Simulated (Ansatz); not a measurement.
# SiH₄S + SiH₄: a complex and its separated parts

The complex below is one end of an elementary step. How strongly is it bound against its free parts?

Method: PBE0-D4/def2-TZVP structures, single points in def2-TZVPP, no counterpoise correction; program: Ansatz 0.2.0, Gaussian basis.

Levels: SPW92, PBE-D4, BLYP-D4, r2SCAN-D4, B97M-V, PBE0-D4, B3LYP-D4, r2SCAN0-D4, BHLYP-D4, CAM-B3LYP-D4, wB97X-V, wB97M-V, B2PLYP, PBE-QIDH, RPA on PBE, Hartree-Fock, MP2, CCSD, CCSD(T).

Correlated methods freeze the cores. B3LYP uses VWN-RPA correlation. B2PLYP carries no dispersion term here.

21 further runs of the same task are left out: 21 set aside as unsound or not needed.

## 1. Where the work starts

The complex: 11 atoms, charge 0, spin multiplicity 1.

Atoms are counted from 1 here; the program's logs count them from 0.

Bond lengths: Si1–H3 1.483 Å, Si1–H4 1.484 Å, Si1–H5 1.486 Å, Si1–S7 2.135 Å, Si2–H6 1.484 Å, Si2–H8 1.483 Å, Si2–H9 1.485 Å, Si2–H10 1.488 Å, S7–H11 1.344 Å. Angles: H3–Si1–H4 110.1°, H3–Si1–H5 109.6°, H3–Si1–S7 104.9°, H4–Si1–H5 108.7°, H4–Si1–S7 111.7°, H5–Si1–S7 111.7°, H6–Si2–H8 110.0°, H6–Si2–H9 109.8°, H6–Si2–H10 109.0°, H8–Si2–H9 109.8°, H8–Si2–H10 109.2°, H9–Si2–H10 109.0°, Si1–S7–H11 94.5°.

Geometry (Å):

```
Si   -1.5901   -0.9916    0.6245
Si    1.3304    1.2725   -0.9923
H    -2.7071   -1.9648    0.5701
H    -1.9898    0.2015    1.4121
H    -1.2397   -0.5572   -0.7530
H     1.6752   -0.1258   -1.3505
S     0.0168   -2.0492    1.5514
H     0.2658    1.7795   -1.8924
H     2.5358    2.1317   -1.1054
H     0.8421    1.3073    0.4126
H     0.8606   -1.0038    1.5226
```

Its parts: SiH₄S holds atoms 1, 3, 4, 5, 7, 11; SiH₄ holds atoms 2, 6, 8, 9, 10. Each part counts its atoms afresh in its own runs.

## 2. Relaxing SiH₄S alone

relax-a/in.yaml

```yaml
crystal:
  periodic: [false, false, false]
  atoms:
    - {symbol: Si, position_ang: [-1.590061, -0.991562, 0.624476]}
    - {symbol: H, position_ang: [-2.707143, -1.964797, 0.570097]}
    - {symbol: H, position_ang: [-1.989817, 0.201524, 1.412067]}
    - {symbol: H, position_ang: [-1.239651, -0.557246, -0.752975]}
    - {symbol: S, position_ang: [0.016789, -2.049225, 1.551420]}
    - {symbol: H, position_ang: [0.860596, -1.003826, 1.522602]}
basis:
  gaussian: {orbitals: def2-TZVP}
hamiltonian: {xc: pbe0, dispersion: d4}
relax: {f_tol: 0.005, max_steps: 200}
```

No record of the launch command was kept for these runs.

Further steps of the session: Relaxing SiH₄ alone; wB97M-V/def2-TZVPP; CCSD(T)/def2-TZVPP; Vibrations of SiH₄S; Vibrations of SiH₄.

**Question.** What will these runs give? Wanted: complex less parts, CCSD(T)/def2-TZVPP; with zero-point energy; largest T1 diagnostic.

**Answer**, as computed:

| quantity | value |
| --- | --- |
| complex less parts, CCSD(T)/def2-TZVPP | -0.053 eV |
| with zero-point energy | -0.023 eV |
| largest T1 diagnostic | 0.011 |

What this shows: At CCSD(T) the complex lies 0.053 eV below its parts. r2SCAN-D4 is the best functional here (-0.010 eV from CCSD(T)); SPW92 is the worst (-0.073 eV). By rung, the mean size of the error is: LDA 0.073, GGA 0.028, meta-GGA 0.013, hybrid 0.023, range-separated hybrid 0.015, double hybrid 0.035 eV. PBE-D4 gives a relative energy 0.036 eV too low, an error of 67 % of the reference. No counterpoise was applied, and triple zeta lacks some correlation, so the CCSD(T) reference has a basis error of its own, and close matches with it are partly luck.
